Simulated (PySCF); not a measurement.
BF3, SMILES FB(F)F.

Coordinates come from a PBE-D3(BJ)/def2-TZVP optimisation. The isomer is the one that the SMILES or the coordinates give; other isomers of the formula were not compared.

The numbers are results of PySCF 2.14.0 with TDA-CAM-B3LYP/def2-SVPD, not measurements.

Vertical excitations; the highest root listed may be one member of a degenerate set. Isolated molecule, no solvent. State labels are in the subgroup C2v.

```
state  symmetry  energy (eV)  λ (nm)      f                                   main pairs
-----  --------  -----------  ------  -----  -------------------------------------------
S1           A2        10.62     117  0.000                             HOMO→LUMO+1 99 %
S2           B1        10.85     114  0.000                               HOMO→LUMO 95 %
S3           A2        11.68     106  0.000                 HOMO−2→LUMO (degenerate set)
S4           B2        11.68     106  0.000                 HOMO−1→LUMO (degenerate set)
S5           B2        11.72     106  0.000               HOMO−3→LUMO+1 (degenerate set)
S6           A2        11.72     106  0.000               HOMO−4→LUMO+1 (degenerate set)
S7           B1        11.96     104  0.029  HOMO−4→LUMO, HOMO−2→LUMO+1 (degenerate set)
S8           A1        11.96     104  0.029  HOMO−3→LUMO, HOMO−1→LUMO+1 (degenerate set)
S9           A1        12.59      98  0.229  HOMO−1→LUMO+1, HOMO−3→LUMO (degenerate set)
S10          B1        12.59      98  0.229  HOMO−2→LUMO+1, HOMO−4→LUMO (degenerate set)
T1           A2        10.36     120      0                             HOMO→LUMO+1 99 %
T2           B1        10.63     117      0                               HOMO→LUMO 93 %
T3           B1        10.89     114      0               HOMO−2→LUMO+1 (degenerate set)
T4           A1        10.89     114      0               HOMO−1→LUMO+1 (degenerate set)
```
Triplets are in the Tamm–Dancoff approximation.
